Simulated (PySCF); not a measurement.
tetrafluoroethylene anion (C2F4), SMILES FC(F)=C(F)F (connectivity only; charge and spin as stated), charge -1, multiplicity 2. Atoms are numbered in the order given.

```xyz
6

F     -1.4069    -0.0516     1.1073
C     -0.6579     0.3309     0.0000
F     -1.4069    -0.0516    -1.1073
C      0.6579    -0.3309     0.0000
F      1.4069     0.0516    -1.1073
F      1.4069     0.0516     1.1073
```
Charge -1, spin multiplicity 2.

Coordinates come from a ωB97X-D3(BJ)/def2-SVPD optimisation. The multiplicity is an assumed one; other spin states were not compared.

The numbers are results of PBE0/pcH-1 (PySCF), not measurements.

Unrestricted Kohn–Sham, ⟨S²⟩ = 0.760. Hyperfine tensors hold the contact and dipolar terms, without spin-orbit corrections.

Computed hyperfine couplings:
```tsv
nucleus	A(iso) (MHz)	A(iso) (G)	dipolar principal values (MHz)
19F no. 1	240.9	86.0	-106.1, -86.5, 192.6
13C no. 2	169.7	60.5	-51.8, -45.7, 97.5
19F no. 3	240.9	86.0	-106.1, -86.5, 192.6
13C no. 4	169.7	60.5	-51.8, -45.7, 97.5
19F no. 5	240.9	86.0	-106.1, -86.5, 192.6
19F no. 6	240.9	86.0	-106.1, -86.5, 192.6
```

Problem. And the g tensor (effective nuclear charges for spin-orbit coupling, GIAO)? (An estimate is asked for; the answer gives what the named calculation found.)

Solution. principal values 2.0016, 2.0037, 2.0044; isotropic 2.0032.
